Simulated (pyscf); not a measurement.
## Four-centre exchange: H₂B–O–SnH₃ + hydrogen fluoride (HF) → F–SnH₃ + H₂B–OH

Gas phase, singlet surface, charge 0. Bonds broken: Sn1–O2, F9–H10. Bonds formed: Sn1–F9, O2–H10. Single points on ωB97X-D3(BJ)/def2-SVP structures (PySCF, gas phase).

Transition state (Å):

```xyz
10

Sn    -2.2559     0.2356    -0.2946
O     -0.0567     0.1305     0.0369
B      1.0623    -0.4542    -0.4433
H     -3.1780    -0.5742     0.8808
H     -1.9820    -0.8353    -1.6147
H     -2.8016     1.7243    -0.9056
H      2.1231    -0.2245     0.0947
H      0.9563    -1.1895    -1.4005
F     -1.3169     1.3701     1.3620
H     -0.3371     0.8325     0.8793
```

One imaginary mode, 482i cm⁻¹; descent along it reached the two sides named, in the forms told below.

| bond | change | reactant side (Å) | saddle | product side |
|---|---|---|---|---|
| Sn1–O2 | breaks | 2.049 | 2.227 | 3.1 |
| F9–H10 | breaks | 0.948 | 1.217 | 1.758 |
| Sn1–F9 | forms | 2.9 | 2.217 | 1.977 |
| O2–H10 | forms | 1.655 | 1.132 | 0.977 |

Electronic energies relative to the separated reactants (kJ/mol):

```
level                   barrier  reaction energy  reverse barrier
----------------------  -------  ---------------  ---------------
ωB97X-D3(BJ)/def2-TZVP      7.2            -34.4             41.6
PBE/def2-TZVP              -5.2            -42.5             37.3
r²SCAN/def2-TZVP           -6.4            -41.3             34.9
B3LYP-D3(BJ)/def2-TZVP      2.4            -39.1             41.5
PBE0-D3(BJ)/def2-TZVP       2.0            -36.8             38.8
M06-2X/def2-TZVP           -1.6            -36.1             34.5
ωB97M-D3(BJ)/def2-TZVP      7.7            -39.7             47.4
HF/def2-TZVP               50.8            -45.1             95.9
```

With ωB97M-D3(BJ)/def2-TZVP energies and thermal terms (ideal gas, 1 atm, RRHO with modes under 100 cm⁻¹ raised to 100, one conformer, R ln 2 for chiral ones without a mode under 150 cm⁻¹), in kJ/mol:

```tsv
T (K)	ΔH‡	ΔG‡	ΔH	ΔG
298	5.0	47.1	-35.5	-37.3
600	3.0	90.8	-39.2	-37.5
900	3.5	134.6	-41.6	-36.2
1200	5.0	178.1	-43.4	-34.1
```

On the reactant side the descent ends in a bound adduct, 42.1 kJ/mol under the separated species and 49.3 kJ/mol under the saddle at ωB97X-D3(BJ)/def2-TZVP. On the product side the descent ends in a complex, 29.9 kJ/mol under the separated species and 71.4 kJ/mol under the saddle at ωB97X-D3(BJ)/def2-TZVP. At PBE, r²SCAN, M06-2X the saddle lies under the separated reactants, which points to a path from their complex (located at ωB97X-D3(BJ) alone). This is the saddle that the search found; another between the same sides may lie lower. Elements past Kr carry the def2 core potentials, without spin-orbit coupling.
